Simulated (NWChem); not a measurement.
System: thiophene (C$_{4}$H$_{4}$S); SMILES c1ccsc1

Excerpt of the output:

```
             Northwest Computational Chemistry Package (NWChem) 7.3.0
             --------------------------------------------------------

 C2V symmetry detected

                             Geometry "geometry" -> ""
                             -------------------------

 Output coordinates in angstroms (scale by  1.889725989 to convert to a.u.)

  No.       Tag          Charge          X              Y              Z
 ---- ---------------- ---------- -------------- -------------- --------------
    1 C                    6.0000     0.00000000     0.71201200    -1.26949150
    2 C                    6.0000     0.00000000    -0.71201200    -1.26949150
    3 C                    6.0000     0.00000000    -1.23507800    -0.00304450
    4 S                   16.0000     0.00000000     0.00000000     1.18919350
    5 C                    6.0000     0.00000000     1.23507800    -0.00304450
    6 H                    1.0000     0.00000000     1.32535700    -2.17176250
    7 H                    1.0000     0.00000000    -1.32535700    -2.17176250
    8 H                    1.0000     0.00000000    -2.28328900     0.29343050
    9 H                    1.0000     0.00000000     2.28328900     0.29343050

 Effective nuclear repulsion energy (a.u.)     202.5894543646

      Symmetry information
      --------------------

 Group name             C2v
 Group number             16
 Group order               4
 No. of unique centers     5

  pbe96 is a nonlocal functional; adding pw91lda local functional.

                                 NWChem DFT Module
                                 -----------------

 Summary of "ao basis" -> "ao basis" (spherical)
 ------------------------------------------------------------------------------
       Tag                 Description            Shells   Functions and Types
 ---------------- ------------------------------  ------  ---------------------
 C                          6-31+g*                  8       18   4s3p1d
 S                          6-31+g*                 10       22   5s4p1d
 H                          6-31+g*                  2        2   2s

      Symmetry analysis of basis
      --------------------------

        a1         41
        a2         11
        b1         15
        b2         35

            General Information
            -------------------
          SCF calculation type: DFT
          Wavefunction type:  closed shell.
          No. of atoms     :     9
          No. of electrons :    44
           Alpha electrons :    22
            Beta electrons :    22
          Charge           :     0
          Spin multiplicity:     1
          Use of symmetry is: on ; symmetry adaption is: on
          Maximum number of iterations: 150
          AO basis - number of functions:   102
                     number of shells:    50
          Convergence on energy requested:  1.00D-06
          Convergence on density requested:  1.00D-05
          Convergence on gradient requested:  5.00D-04

              XC Information
              --------------
          PerdewBurkeErnzerhof Exchange Functional  1.000
            Perdew 1991 LDA Correlation Functional  1.000 local
           PerdewBurkeErnz. Correlation Functional  1.000 non-local

             Grid Information
             ----------------
          Grid used for XC integration:  medium
          Radial quadrature: Mura-Knowles
          Angular quadrature: Lebedev.
          Tag              B.-S. Rad. Rad. Pts. Rad. Cut. Ang. Pts.
          ---              ---------- --------- --------- ---------
          C                   0.70       49          12.0       434
          S                   1.00       88          12.0       590
          H                   0.35       45          12.0       434
          Grid pruning is: on
          Number of quadrature shells:   276
          Spatial weights used:  Erf1

      Superposition of Atomic Density Guess
      -------------------------------------

 Sum of atomic energies:        -550.10314729

      Non-variational initial energy
      ------------------------------

 Total energy =    -553.295565
 1-e energy   =   -1155.275956
 2-e energy   =     399.390937
 HOMO         =      -0.259332
 LUMO         =      -0.000144

      Symmetry analysis of molecular orbitals - initial
      -------------------------------------------------

  Numbering of irreducible representations:

     1 a1          2 a2          3 b1          4 b2

  Orbital symmetries:

     1 a1          2 a1          3 b2          4 a1          5 b2
     6 a1          7 b2          8 a1          9 b1         10 a1
    11 b2         12 a1         13 b2         14 a1         15 a1
    16 b1         17 b2         18 b2         19 a1         20 a1
    21 b1         22 a2         23 b1         24 b2         25 a1
    26 a2         27 a1         28 b2         29 a1         30 b1
    31 a1         32 b2

   convergence    iter        energy       DeltaE   RMS-Dens  Diis-err
 ---------------- ----- ----------------- --------- --------- ---------
 d= 0,ls=0.0,diis     1   -552.5677094592 -7.55D+02  1.25D-02  4.83D-01
 d= 0,ls=0.0,diis     2   -552.5751660404 -7.46D-03  9.17D-03  2.86D-01
 d= 0,ls=0.0,diis     3   -552.5661280021  9.04D-03  6.11D-03  3.48D-01
 d= 0,ls=0.0,diis     4   -552.6165414318 -5.04D-02  1.23D-03  4.65D-03
 d= 0,ls=0.0,diis     5   -552.6169992016 -4.58D-04  4.71D-04  1.90D-03
  Resetting Diis
 d= 0,ls=0.0,diis     6   -552.6172675217 -2.68D-04  9.57D-05  3.97D-05
 d= 0,ls=0.0,diis     7   -552.6172724610 -4.94D-06  1.06D-04  6.33D-06
 d= 0,ls=0.0,diis     8   -552.6172703945  2.07D-06  6.82D-05  1.80D-05
 d= 0,ls=0.0,diis     9   -552.6172732982 -2.90D-06  1.16D-05  1.34D-06
 d= 0,ls=0.0,diis    10   -552.6172734868 -1.89D-07  1.64D-06  3.20D-08

[...]
```

Level: PBE/6-31+G* (spherical d), vertical spin-unrestricted ions. Geometry: optimised at PBE0/def2-SVP.

Task: Write an input that gives this output.

Result: One answer among several that fit: the input that was run:
```
start job
memory heap 200 mb stack 900 mb global 1100 mb
geometry units angstroms noautoz
  C      0.000000     0.712012    -1.269433
  C      0.000000    -0.712012    -1.269433
  C      0.000000    -1.235078    -0.002986
  S      0.000000     0.000000     1.189252
  C      0.000000     1.235078    -0.002986
  H      0.000000     1.325357    -2.171704
  H      0.000000    -1.325357    -2.171704
  H      0.000000    -2.283289     0.293489
  H      0.000000     2.283289     0.293489
end
basis spherical
  * library 6-31+g*
end
dft
  xc xpbe96 cpbe96
  iterations 150
  vectors input atomic output neutral.movecs
end
task dft energy
charge 1
dft
  odft
  mult 2
  vectors input atomic output cation.movecs
end
task dft energy
charge -1
dft
  odft
  mult 2
  vectors input atomic output anion.movecs
end
task dft energy
```
